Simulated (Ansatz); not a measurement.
# PH2 radical: how energies converge with the basis set

One table from this session's results is given with a row withheld; the runs are named, their logs left out.

The runs use Ansatz 0.2.0, Gaussian basis; one geometry, several basis sets.

Levels to be run: PBE0-D4/def2-SVP; ωB97M-V/def2-SVP; PBE0-D4/def2-QZVPP; ωB97M-V/def2-QZVPP; CCSD(T)/cc-pV(D+d)Z; CCSD(T)/cc-pV(T+d)Z; CCSD(T)/cc-pV(Q+d)Z; the functionals' def2-TZVPP values are taken from earlier runs.

## Structure used throughout

All runs share one geometry, relaxed beforehand with PBE0-D4 in a triple-zeta def2 set.

3 atoms, charge 0, spin multiplicity 2.

Atoms are counted from 1 here; the program's logs count them from 0.

Bond lengths: P1–H2 1.424 Å, P1–H3 1.424 Å. Angles: H2–P1–H3 91.5°.

Set-up of the first run:

Input file in.yaml:

```yaml
crystal:
  periodic: [false, false, false]
  atoms:
    - {symbol: P, position_ang: [-0.000000, -0.000000, 0.123908]}
    - {symbol: H, position_ang: [-0.000000, 1.019953, -0.869724]}
    - {symbol: H, position_ang: [0.000000, -1.019953, -0.869724]}
basis:
  gaussian: {orbitals: def2-SVP}
magnetization: {spin_polarized: true, initial_magnetization: 1}
hamiltonian: {xc: pbe0, dispersion: d4}
output: {orbitals: {seedname: orbitals}}
```

Started as:

```
> ansatz run in.yaml --threads 2 --pin off --events-out ev --progress --plain --max-ram 22528MiB --backend cpu
```

Among the steps run: PBE0-D4 in def2-SVP; ωB97M-V in def2-SVP; PBE0-D4 in def2-QZVPP; ωB97M-V in def2-QZVPP.

One table of the session follows, with a row left open; its other results are not shown here.

It belongs to the step «Density functionals: the series». 

```
functional       basis  HOMO (eV)  LUMO (eV)
   PBE0-D4    def2-SVP      -7.14      -2.86
   PBE0-D4  def2-TZVPP          ?          ?
   PBE0-D4  def2-QZVPP      -7.24      -3.08
   ωB97M-V    def2-SVP      -8.93      -0.91
   ωB97M-V  def2-TZVPP      -9.02      -1.22
   ωB97M-V  def2-QZVPP      -9.06      -1.32
```

Q: Estimate the row for PBE0-D4, def2-TZVPP from the others.

As computed: HOMO (eV): -7.22; LUMO (eV): -3.04. In the column «HOMO (eV)» it lies between PBE0-D4, def2-QZVPP (-7.24) and PBE0-D4, def2-SVP (-7.14).
